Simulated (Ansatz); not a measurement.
MgSiP2 (I-42d, No. 122, 8 atoms in the cell), treated with LDA in Ansatz (PAW).

Numerical settings: plane-wave cutoff 500 eV, 10×10×10 k mesh, Fermi–Dirac smearing 0.05 eV, scalar-relativistic PAW data made under PBE.

Cell (relaxed at this level):

Space group I-42d (No. 122); a = 5.683 Å, b = 5.683 Å, c = 10.036 Å, α = 90.00°, β = 90.00°, γ = 90.00°

```tsv
atom	site	symmetry	x	y	z
Mg	4a	-4..	0.0000	0.0000	0.0000
Si	4b	-4..	0.0000	0.0000	0.5000
P	8d	.2.	0.2914	0.2500	0.1250
```
(The calculation used a cell of 8 atoms; values per cell refer to that cell.)

Q: Predict the band gap.

A: 
- band gap: 1.12 eV (on the SCF k mesh)

Note: the relaxation could not lower the start's symmetry, so the cell can be a saddle point above a distorted one.

Computing time: very roughly 3 core-minutes.

Ansatz is an electronic-structure program.
